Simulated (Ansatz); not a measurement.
Molecule: O2 (charge +1, doublet). 
Structure (B3LYP-D3(BJ)/def2-TZVP (Ansatz, a quantum-chemistry and plane-wave program) minimum search):
```
O
O 1 1.1056
```
Charge +1, spin multiplicity 2.

Basis-set convergence of Hartree-Fock and CCSD(T) correlation energies (hartree) with Ansatz. Correlated levels leave the core frozen unless marked. UHF or UKS for open shells. Spin-orbit coupling is left out. No relativistic terms.

The UHF reference is spin-contaminated (<S^2> 0.34 over the pure value in the largest basis). The T1 diagnostic of CCSD in the largest basis is 0.073, which is high, so the coupled-cluster rows are less sure than usual.

```tsv
basis	functions	E(HF)	E(corr, CCSD(T))
cc-pVTZ	60	-149.23621	-0.45451
cc-pVQZ	110	-149.24857	-0.48336
cc-pV5Z	182	-149.25161	-0.49392
```

Extrapolating the two largest sets (X = 4 and 5) as X^-3: E(corr) = (125·(-0.49392) - 64·(-0.48336))/61 = -0.5050 Eh, an estimate of the basis-set limit. The largest set recovers 97.8 % of it, the smallest 90.0 %.
